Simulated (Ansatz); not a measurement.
The reference is Al in the fcc (Cu type) structure (space group Fm-3m, No. 225; a = 4.040 Å).

Level of theory: PBE, PAW, 420 eV (Ansatz, a first-principles code; no spin-orbit coupling).

It is then changed as follows: every Al is replaced by Cu; the structure is relaxed again.

Measured lattice parameter a: Al 4.018 Å (static lattice; corrected from measurement; as listed in Daniel Mejia-Rodriguez, S. B. Trickey, Phys. Rev. B (2018)); Cu 3.595 Å (static lattice; corrected from measurement; as listed in Gábor I. Csonka et al., Physical Review B (2009)).

Q: How well does PBE reproduce the measured shift?

A: With PBE the lattice parameter a moves by -0.411 Å (4.040 → 3.630) against -0.423 Å measured.

Stability against distortions was not tested. The final runs are not spin-polarised.
